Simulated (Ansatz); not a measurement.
**Basis or method: Ge–H bond energy of HGeAl**

HGeAl, triplet; coordinates (Å): Ge 0.000 -0.009 0.667; Al 0.000 -0.027 -1.782; H 0.000 1.347 -0.341. Quantity: Ge–H bond energy, to AlGe (quartet) + H.

Ansatz 0.2.0, basis cc-pVDZ or cc-pVTZ; geometries are PBE0/def2-TZVP minima. Wave-function levels freeze the cores with the filled d shells of p-block atoms; HF, MP2 and coupled cluster are restricted for singlets and unrestricted otherwise, atoms included (their steps beyond CCSDT(Q) come from restricted open-shell runs), restricted open-shell where a d shell is frozen, Kohn–Sham unrestricted where that lies lower. NEVPT2 and MRCISD+Q stand on CASSCF in the full valence space, and MRCISD+Q is size-consistent only roughly. The reference is CCSDT(Q) or full CI (coupled cluster only where its series has nearly closed). Semilocal and hybrid functionals correlate all electrons outside any core potential and usually lie nearer their basis limit than the reference, so part of their error here is the reference's basis and frozen-core error; RPA and the MP2 part of double hybrids freeze the same cores as the reference. None of these values is a measured one. Energies are electronic, without zero-point terms. No spin–orbit coupling and no scalar relativity. The species are chosen: bound, without strong static correlation by their natural occupations or amplitudes, in their lowest spin state as far as vertical gaps and like structures tell, and with a ladder that closes on the reference, so errors are smaller than for species at large; levels whose determinant breaks symmetry or spin markedly are left out.

| level | cc-pVDZ (kcal/mol) | cc-pVTZ (kcal/mol) |
| --- | --- | --- |
| reference | 59.7 (full CI) | 64.0 (CCSDT(Q)) |
| CCSD(T) | 59.7 | 64.0 |
| CCSDT | 59.6 | 64.0 |
| NEVPT2 | 57.4 | 61.2 |
| MRCISD+Q | 59.3 | 63.7 |
| PBE | 64.5 | 65.4 |
| r2SCAN | 65.7 | 67.0 |
| B3LYP | 66.0 | 67.2 |

From cc-pVDZ to cc-pVTZ the reference moves by 4.3 kcal/mol and PBE by 0.9; the step from CCSD(T) to the reference is 0.0 in the first and 0.0 in the last.
